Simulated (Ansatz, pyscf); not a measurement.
H₂B–F + water (H₂O) → H₂B–OH + hydrogen fluoride (HF), a four-centre exchange on the singlet surface: B–F, H–O broken, B–O, F–H formed. Single points on ωB97X-D3(BJ)/def2-SVP structures (PySCF, gas phase). Wave-function energies: Ansatz (a first-principles code), frozen core, RHF or UHF references. In kcal/mol, from the separated reactants.

Cost: rough CPU time of the saddle's run relative to CCSD(T)/cc-pV(D+d)Z, from one job on a shared machine, with the HF step and its search for lower states.

```csv
level,barrier,reaction energy,cost
B3LYP-D3(BJ)/def2-TZVP,11.87,+0.43,–
M06-2X/def2-TZVP,9.89,+0.13,–
CCSD(T)/cc-pV(D+d)Z,7.38,-2.52,1
CCSDT(Q)/cc-pV(D+d)Z,[?],[?],200
CCSD(T)/cc-pV(T+d)Z,11.24,+0.05,14
CCSD(T)/cc-pV(Q+d)Z,[?],-0.02,–
```

**Question.** Fill in the missing entries.

**Answer.** 
- CCSDT(Q)/cc-pV(D+d)Z, barrier: 7.23
- CCSDT(Q)/cc-pV(D+d)Z, reaction energy: -2.56
- CCSD(T)/cc-pV(Q+d)Z, barrier: 12.57

In cc-pV(D+d)Z, going from CCSD(T) to CCSDT(Q) shifts the barrier by -0.15 and the reaction energy by -0.04 kcal/mol. With HF in the quadruple-zeta basis and the correlation energy extrapolated as X⁻³ from X = 3, 4, CCSD(T) gives 12.74 and -0.11; adding the double-zeta shift gives ΔE‡ = 12.59 and ΔE = -0.15 kcal/mol, without core correlation, relativity or geometry relaxation at these levels. On the reactant side the descent ends in an adduct with a B–O contact, 10.66 kcal/mol under the separated species and 21.89 kcal/mol under the saddle at ωB97X-D3(BJ)/def2-TZVP. On the product side the descent ends in a complex (not fully relaxed), 7.22 kcal/mol under the separated species and 18.02 kcal/mol under the saddle at ωB97X-D3(BJ)/def2-TZVP. What is counted as formed (B–O) is already present as a longer contact in the reactant adduct; forming that adduct is a step of its own. One saddle was located; it need not be the lowest between these sides.
